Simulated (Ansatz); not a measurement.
How methods differ on AlH2SF (SMILES [F][AlH][SH])

The species is AlH2SF (5 atoms), meant as a singlet with charge 0. SMILES: `[F][AlH][SH]`. The shape is that of a PBE0-D4/def2-TZVP optimisation. This is one conformer, not always the lowest.

```xyz
5

F    -1.2035   -1.5358    0.8775
Al   -0.5139   -0.3091    0.0248
S     1.5361    0.1826    0.5335
H    -1.3411    0.4304   -1.0852
H     1.5723    1.1582   -0.3921
```

Quantity: the energy change with the S3–H5 bond stretched from 1.345 to 2.018 Å, in eV. The values are calculated.

| level | kind | program | value (eV) | less FCI/STO-3G | CPU time (all runs) |
| --- | --- | --- | --- | --- | --- |
| HF/STO-3G (restricted) | Hartree–Fock | Ansatz | 3.86 | +1.39 | 0.16 s |
| SVWN5/STO-3G (restricted) | LDA | Ansatz | 2.74 | +0.27 | 0.62 s |
| PBE/STO-3G (restricted) | GGA | Ansatz | 2.60 | +0.13 | 0.96 s |
| r2SCAN/STO-3G (restricted) | meta-GGA | Ansatz | 2.83 | +0.36 | 2.1 s |
| B3LYP/STO-3G (restricted) | global hybrid | Ansatz | 2.81 | +0.34 | 0.98 s |
| CAM-B3LYP/STO-3G (restricted) | range-separated hybrid | Ansatz | 3.07 | +0.60 | 1.1 s |
| B2PLYP/STO-3G (restricted) | double hybrid | Ansatz | 2.94 | +0.47 | 1.2 s |
| CCSD(T)/STO-3G (restricted) | coupled cluster or CI | Ansatz | 2.48 | +0.01 | 0.22 s |
| FCI/STO-3G | exact in the basis | Ansatz | 2.47 | 0.00 | 18 s |

FCI/STO-3G is exact within its basis and frozen core, so for wave-function methods in that basis the difference is their error; functionals converge differently with the basis, so for them it is only a difference. Spin-restricted single references rise too steeply as a bond breaks, Hartree–Fock most of all. The first shape isn't each level's own minimum. The values span 2.47 to 3.86 eV. All rows use very small basis sets, so even the best lies far from the true value. CPU times are rough (shared hosts, several kinds of processor): they show what a rung costs within a factor of a few.
